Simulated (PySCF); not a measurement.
Species: methoxymethyl fluoride, C2H5FO.
Bonds: C1–O2, O2–C3, C3–F4. Hydrogens: H5, H6, H7 on C1; H8, H9 on C3.

The calculation used TDDFT B3LYP/def2-SVPD, vertical, gas phase, core orbitals frozen in the response (PySCF). Isolated species at its PBE0-D3(BJ)/def2-SVP geometry (one conformer only). Torsions of this conformer, `[CH3:1][O:2][CH2:3][F:4]`: C1–O2–C3–F4 68°.

Problem. Predict the UV-vis stick spectrum at this level.

Solution. 

```csv
state,E (eV),E (hartree),f,"main configurations (H = HOMO, L = LUMO)"
S1,7.72,0.2837,0.019,H→L (99%)
S2,8.44,0.3101,0.013,H→L+1 (94%)
S3,8.60,0.3162,0.0099,H-1→L (91%)
S4,8.76,0.3218,0.062,H→L+2 (91%)
S5,8.89,0.3267,0.045,H→L+3 (90%)
S6,9.18,0.3373,0.011,H→L+4 (89%)
S7,9.33,0.3429,0.010,H-1→L+1 (88%)
S8,9.51,0.3495,0.030,"H-1→L+2 (74%), H-2→L (13%)"
S9,9.62,0.3536,0.0093,"H-2→L (62%), H-1→L+2 (20%), H-1→L+3 (10%)"
S10,9.76,0.3587,0.044,"H-1→L+3 (72%), H-2→L (15%)"
```

Triplets, Tamm–Dancoff:

```
state  E (eV)  λ (nm)  main configurations (H = HOMO, L = LUMO)
   T1    7.55   164.1                                 H→L (97%)
   T2    8.21   151.0                   H→L+1 (69%), H-1→L (8%)
   T3    8.41   147.5     H-1→L (66%), H→L+2 (13%), H→L+3 (11%)
   T4    8.48   146.3     H→L+2 (73%), H→L+1 (10%), H-1→L (10%)
```

The lowest singlet comes at 161 nm (745 kJ/mol) in the vacuum ultraviolet; it is weak; its leading configuration is HOMO→LUMO (99%). The strongest level in the table is S4 at 8.76 eV (142 nm, f = 0.062). Löwdin shares by element: HOMO oxygen 59%, carbon 19%, hydrogen 6% or more (atoms not listed hold the other 16%); LUMO carbon 48%, hydrogen 19% or more (atoms not listed hold the other 33%). The listed states span 2.04 eV, and the widest gap between neighbours is 0.72 eV (S1 to S2). The oscillator strengths of these states sum to 0.254; summed over the whole spectrum of an exact calculation they would give the number of electrons, 34 (Thomas–Reiche–Kuhn). Of the 10 states listed, 8 reach f = 0.01 and none stays under 0.0005. No computed singlet lies in the visible range (380 to 750 nm); the lowest, at 161 nm, stands 4.46 eV above its violet end (3.26 eV). The vertical ionisation energy (ΔSCF) is 11.02 eV, 1.26 eV above S10. The window holds the lowest 10 singlets.
